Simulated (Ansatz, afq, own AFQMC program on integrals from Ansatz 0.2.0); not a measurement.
# Where AFQMC and coupled cluster stand for BNH, doublet

```xyz
3

B     0.0000    0.0000    0.0648
N     0.0000    0.0000   -1.8611
H     0.0000    0.0000    1.7963
```

Connectivity, by distances: B–N ··· H.

Basis 6-31G. Only valence electrons are correlated. Integrals, coupled cluster, full CI and functionals: Ansatz 0.2.0; the random walks run on the same integrals in our own AFQMC program. The CISD trial takes its coefficients from CCSD amplitudes. Released means that phaseless walkers are propagated on without the constraint, phases kept. ± is one standard error of the sampling.

Determinant: UHF, the one that the program's search chose, which needn't be the lowest solution. The geometry is a point of a scan.

Full CI on the same integrals is exact in this basis and with this determinant's frozen core.

Cautions: strong correlation (T1 0.118, weight of the determinant 0.62, largest double 0.23); unrestricted determinant spin contaminated (⟨S²⟩ 2.18 against 0.75); CCSD(T) is in doubt: in a space of 9 electrons in 8 natural orbitals full CI lies 92 meV below it; the released energies are still falling, so no released level is given (meV from the phaseless value at times in 1/Eh: -16 ± 6 at 0.24, -36 ± 7 at 0.51, -52 ± 9 at 0.99, -75 ± 11 at 1.62, -92 ± 11 at 2.40), though the last usable value meets full CI within the noise.

The T1 diagnostic is 0.1179. The weight of the determinant in the CISD state is 0.621. The ⟨S²⟩ of the determinant is 2.176. The size of the correlated space is 9 electrons in 18 orbitals.

| level | correlation energy (eV) |
| --- | --- |
| MP2 | -2.1152 |
| CCSD | -3.7619 |
| CCSD(T) | -3.9770 |

Question: Estimate where phaseless AFQMC with a CISD trial lies against CCSD(T) on the same integrals.

Answer: 100.3 ± 8.0 meV below CCSD(T).

Reference: full CI, correlation energy -4.176 eV. The cautions show a poor starting determinant, so the rows tell how each method copes with it here, and full CI is the sure value.

| level | E − E(reference) (meV) | share of correlation (%) |
| --- | --- | --- |
| CCSD(T) | 198.7 | 95.24 |
| CCSDT | 62.5 | 98.50 |
| CCSDT(Q) | 10.8 | 99.74 |
| CCSDTQ | 6.4 | 99.85 |
| ph-AFQMC/CISD | 98.4 ± 8.0 | 97.64 |

CCSDT and higher add their correlation energy to the determinant of the CCSD(T) run, since their own runs factorise the integrals more tightly (a shift of under 2 meV). A walk keeps the symmetry of its determinant, which the program's search chose and which needn't be the lowest solution, so a lower state of the same spin and another symmetry isn't excluded.
